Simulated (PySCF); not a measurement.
The scaffold formyl-X carries different groups X. Gas-phase values, no solvent. One relaxed conformer stands for each flexible species; it need not be the lowest. Strings in code marks are SMILES.

The four lowest singlet excitations (Tamm–Dancoff). These are B3LYP-D3(BJ)/def2-TZVP run with PySCF values and carry that method's errors. B3LYP has the VWN-RPA correlation part, as in Gaussian. Excitations are Tamm–Dancoff values on a coarser integration grid. The basis has no diffuse functions, so Rydberg states are missing or too high.

```tsv
state	energy (eV)	wavelength (nm)	oscillator strength
S1	4.44	280	0.000
S2	7.14	174	0.170
S3	7.25	171	0.002
S4	7.39	168	0.011
```

**Question.** Which member gives these states?
A) `CNC=O` (C–N–C–O torsion 0°)
B) `O=CC1CC1` (O–C–C–C torsion 147°)
C) `NC=O`
D) `C=O`

**Answer.** B, `O=CC1CC1` (O–C–C–C torsion 147°)
